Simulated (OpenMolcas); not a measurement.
**RI-MP2/pcseg-2 (RICD fitting) run of CHClF2 (difluorochloromethane), part 1 of 2**

Aim: the energy difference between two shapes of CHClF2 (difluorochloromethane) at RI-MP2/pcseg-2 (RICD fitting), from 2 runs. 

Program for the calculation: OpenMolcas 26.06.

3 further runs of the same task are left out: 1 for a known fault of the program, 1 that didn't finish, 1 set aside as unsound or not needed.

## Step 1: Starting point

CHClF2 has 5 atoms, charge 0, and is taken as a singlet. As SMILES, `FC(F)Cl`. The shape is that of a PBE0-D4/def2-TZVP optimisation.

Bond lengths: F1–C2 1.334 Å, C2–F3 1.334 Å, C2–Cl4 1.763 Å, C2–H5 1.090 Å. Angles: F1–C2–F3 108.3°, F1–C2–Cl4 109.7°, F3–C2–Cl4 109.7°, F1–C2–H5 110.0°, F3–C2–H5 110.0°, Cl4–C2–H5 109.0°.

## Step 2: Energy and forces at RI-MP2/pcseg-2 (RICD fitting)

Input file struct.xyz:

```xyz
5

F      0.038900    -0.568100     1.222300
C      0.109400     0.023600     0.028300
F      0.844200    -0.745900    -0.776900
Cl    -1.511000     0.208900    -0.640800
H      0.568600     1.007800     0.125800
```

Input file mol.inp:

```
>>> EXPORT MOLCAS_PRINT=2

&GATEWAY
 BasLib
 $CurrDir
 Coord
 struct.xyz
 Basis
 pcseg-2
 Group
 NoSym
 RICD
 aCD

&SEWARD

&SCF
 PrOrbitals
 1 2

&MBPT2
 Frozen
 8
 Grdt

&ALASKA
```

The basis set pcseg-2 is read from a file made from the Basis Set Exchange's data (not shown).

Started as:

```
$ export MOLCAS_MEM=1860
$ pymolcas mol.inp > mol.log
```

What it wrote:

```text
--- Start Module: gateway ---

                                              &GATEWAY

                       available to each process: 1.9 GB of memory, 1 thread

 Basis Set     1 Label: F.PCSEG-2
 Basis set is read from library:.
 basistype.tbl is not found

 Basis Set     2 Label: C.PCSEG-2
 Basis set is read from library:.
 basistype.tbl is not found

 Basis Set     3 Label: F.PCSEG-2
 Basis set is read from library:.
 basistype.tbl is not found

 Basis Set     4 Label: CL.PCSEG-2
 Basis set is read from library:.
 basistype.tbl is not found

 Basis Set     5 Label: H.PCSEG-2
 Basis set is read from library:.
 basistype.tbl is not found

++    Symmetry information:
      ---------------------

                    Character Table for C1

                             E
                    a        1  x, y, xy, Rz, z, xz, Ry, yz, Rx, I
--

++    Basis set information:
      ----------------------

      Basis set label: F.PCSEG-2.........

      Electronic valence basis set:
      ------------------
      Associated Effective Charge   9.000000 au
      Associated Actual Charge      9.000000 au
      Nuclear Model: Point charge

      Shell  nPrim  nBasis  Cartesian Spherical Contaminant
         s      11       4        X
         p       6       3        X
         d       2       2                 X
         f       1       1                 X

      Basis set label: C.PCSEG-2.........

      Electronic valence basis set:
      ------------------
      Associated Effective Charge   6.000000 au
      Associated Actual Charge      6.000000 au
      Nuclear Model: Point charge

      Shell  nPrim  nBasis  Cartesian Spherical Contaminant
         s      11       4        X
         p       6       3        X
         d       2       2                 X
         f       1       1                 X

      Basis set label: F.PCSEG-2.........

      Electronic valence basis set:
      ------------------
      Associated Effective Charge   9.000000 au
      Associated Actual Charge      9.000000 au
      Nuclear Model: Point charge

      Shell  nPrim  nBasis  Cartesian Spherical Contaminant
         s      11       4        X
         p       6       3        X
         d       2       2                 X
         f       1       1                 X

      Basis set label: CL.PCSEG-2.........

      Electronic valence basis set:
      ------------------
      Associated Effective Charge  17.000000 au
      Associated Actual Charge     17.000000 au
      Nuclear Model: Point charge

      Shell  nPrim  nBasis  Cartesian Spherical Contaminant
         s      15       5        X
         p      11       4        X
         d       2       2                 X
         f       1       1                 X

      Basis set label: H.PCSEG-2.........

      Electronic valence basis set:
      ------------------
      Associated Effective Charge   1.000000 au
      Associated Actual Charge      1.000000 au
      Nuclear Model: Point charge

      Shell  nPrim  nBasis  Cartesian Spherical Contaminant
         s       6       3        X
         p       2       2        X
         d       1       1                 X
--

++    Molecular structure info:
      -------------------------

                    ************************************************
                    **** Cartesian Coordinates / bohr, angstrom ****
                    ************************************************

     Center  Label                x              y              z                     x              y              z
        1      F1               0.073510      -1.073553       2.309812              0.038900      -0.568100       1.222300
        2      C2               0.206736       0.044598       0.053479              0.109400       0.023600       0.028300
        3      F3               1.595307      -1.409547      -1.468128              0.844200      -0.745900      -0.776900
        4      CL4             -2.855376       0.394764      -1.210937             -1.511000       0.208900      -0.640800
        5      H5               1.074498       1.904466       0.237728              0.568600       1.007800       0.125800

                    ***************************************
                    *    InterNuclear Distances / bohr    *
                    ***************************************

               1 F1            2 C2            3 F3            4 CL4           5 H5
    1 F1       0.000000
    2 C2       2.521716        0.000000
    3 F3       4.086758        2.521498        0.000000
    4 CL4      4.809366        3.331350        4.809393        0.000000
    5 H5       3.763524        2.060599        3.763491        4.452161        0.000000

                    *******************************************
                    *    InterNuclear Distances / angstrom    *
                    *******************************************

               1 F1            2 C2            3 F3            4 CL4           5 H5
    1 F1       0.000000
    2 C2       1.334434        0.000000
    3 F3       2.162619        1.334319        0.000000
    4 CL4      2.545007        1.762875        2.545021        0.000000
    5 H5       1.991571        1.090422        1.991554        2.355982        0.000000

                    **************************************
                    *    Valence Bond Angles / degree    *
                    **************************************
                          Atom centers                 Phi
                      1 F1       2 C2       3 F3       108.26
                      1 F1       2 C2       5 H5       110.03
                      3 F3       2 C2       5 H5       110.03
--

[... 55 lines left out ...]
      Nuclear repulsion energy =  168.40674492
[... 43 lines left out ...]
++ Convergence information
                                   SCF        iterations: Energy and convergence statistics
[... 15 lines left out ...]
       Convergence after  11 Iterations
[... 3 lines left out ...]
 *                                             SCF/KS-DFT Program, Final results                                             *
 *                                                       Final Results                                                       *
[... 104 lines left out ...]
      Dipole Moment (debye):
[... 2 lines left out ...]
      Quadrupole Moment (debye*angstrom):
      Origin of the operator (angstrom)=   -0.3975   -0.1903   -0.1568
                  XX= -2.8260E+01              XY=  2.0120E+00              XZ=  7.7561E-01              YY= -2.7618E+01
                  YZ=  5.4272E-01              ZZ= -3.0367E+01
      In traceless form (debye*angstrom)
                  XX=  7.3289E-01              XY=  3.0179E+00              XZ=  1.1634E+00              YY=  1.6953E+00
                  YZ=  8.1408E-01              ZZ= -2.4282E+00
--

--- Stop Module: scf /rc=_RC_ALL_IS_WELL_ ---
--- Module scf spent 5 seconds ---

--- Start Module: mbpt2 ---

                                               &MBPT2

                       available to each process: 1.9 GB of memory, 1 thread

WARNING!
Default frozen orbitals as non valence orbitals is overwritten by user input.
Default values:   8

      Cartesian coordinates in angstrom:
      -----------------------------------------------------
      No.  Label        X            Y            Z
      -----------------------------------------------------
       1   F1         0.03890000  -0.56810000   1.22230000
       2   C2         0.10940000   0.02360000   0.02830000
       3   F3         0.84420000  -0.74590000  -0.77690000
       4   CL4       -1.51100000   0.20890000  -0.64080000
       5   H5         0.56860000   1.00780000   0.12580000
      -----------------------------------------------------
      Nuclear repulsion energy =  168.40674492

      Contents of RUNFILE file:
      -------------------------

      Symmetry species                           1
                                                 a
      Number of basis functions                138
      Frozen occupied orbitals                   8
      Active occupied orbitals                  13
      Active external orbitals                 117
      Deleted external orbitals                  0

      Reference numbers of frozen occupied orbitals according to the original input sequence
      symmetry species 1                        1  2  3  4  5  6  7  8

      Energies of the active occupied orbitals

      symmetry species 1                    -1.707744     -1.640077     -1.164751     -0.956705     -0.824003
                                            -0.802703     -0.774161     -0.701113     -0.666609     -0.653300
                                            -0.554286     -0.489545     -0.484671

      Energies of the active external orbitals

      symmetry species 1                     0.100583      0.184686      0.202555      0.216586      0.241292
                                             0.373819      0.404752      0.408588      0.459968      0.464640
                                             0.492836      0.505275      0.546857      0.606997      0.610173
                                             0.645148      0.765894      0.766396      0.780843      0.815463
[... 19 lines of this table left out ...]
                                             8.819097     33.720822

      ********************************************************************************************************
      *                                               Results                                                *
      ********************************************************************************************************

       SCF energy                           =     -696.9269463211 a.u.
       Second-order correlation energy      =       -0.8251027392 a.u.
       ( Opposite-Spin contribution         =       -0.6100531973 )

       Total energy                         =     -697.7520490603 a.u.

       Reference weight ( Cref**2 )         =        0.83398

::    Total MBPT2 energy                             -697.7520490603

++    Molecular properties:
      ---------------------

      Charge (e):
                      =   -0.0000
      Dipole Moment (debye):
      Origin of the operator (angstrom)=   -0.3975   -0.1903   -0.1568
                   X=  4.6104E-01               Y=  1.4154E+00               Z=  5.9246E-02           Total=  1.4898E+00
      Quadrupole Moment (debye*angstrom):
      Origin of the operator (angstrom)=   -0.3975   -0.1903   -0.1568
                  XX= -2.8355E+01              XY=  1.7633E+00              XZ=  7.1865E-01              YY= -2.7889E+01
                  YZ=  4.7564E-01              ZZ= -3.0283E+01
      In traceless form (debye*angstrom)
                  XX=  7.3115E-01              XY=  2.6449E+00              XZ=  1.0780E+00              YY=  1.4296E+00
                  YZ=  7.1345E-01              ZZ= -2.1608E+00
--

       Zeroth-order energy (E0)             =     -261.8057086086 a.u.

       Shanks-type energy S1(E)             =     -697.7536166417 a.u.

--- Stop Module: mbpt2 /rc=_RC_ALL_IS_WELL_ ---
--- Module mbpt2 spent 34 seconds ---

--- Start Module: alaska ---

                                              &ALASKA

                       available to each process: 1.9 GB of memory, 1 thread

                     Threshold for contributions to the gradient: 1.000E-07

                    ********************************************
                    * Symmetry Adapted Cartesian Displacements *
                    ********************************************

           Irreducible representation : a
           Basis function(s) of irrep: x, y, xy, Rz, z, xz, Ry, yz, Rx, I

 Basis Label        Type   Center Phase
   1   F1           x         1     1
   2   F1           y         1     1
   3   F1           z         1     1
   4   C2           x         2     1
   5   C2           y         2     1
   6   C2           z         2     1
   7   F3           x         3     1
   8   F3           y         3     1
   9   F3           z         3     1
  10   CL4          x         4     1
  11   CL4          y         4     1
  12   CL4          z         4     1
  13   H5           x         5     1
  14   H5           y         5     1
  15   H5           z         5     1

                     No automatic utilization of translational and rotational invariance of the energy is employed.

 RI-ERI gradients!

 **************************************************
 *              Molecular gradients               *
 **************************************************

  Irreducible representation: a
 ------------------------------------------------------------------------------------------
                              X                       Y                       Z
 ------------------------------------------------------------------------------------------
  F1                8.62514686239546E-05    1.62005765283713E-03   -4.04397061801376E-03
  C2                3.58717292697808E-03   -9.25977228305719E-03    2.19645439420724E-03
  F3               -2.65439918268484E-03    2.25310256394629E-03    2.72546866074208E-03
  CL4              -2.72119640554180E-03    4.12040846045514E-04   -1.12650793415447E-03
  H5                1.70217119129168E-03    4.97457122138734E-03    2.48555497756042E-04
 ------------------------------------------------------------------------------------------

--- Stop Module: alaska /rc=_RC_ALL_IS_WELL_ ---
--- Module alaska spent 12 seconds ---

.##################.
.# Happy landing! #.
.##################.

    Timing: Wall=56.27 User=46.19 System=10.05
```

Wall time 57 s (1 thread of Arm Neoverse V1, shared host); peak memory 0.36 GiB.

(Continued in part 2 of 2.)
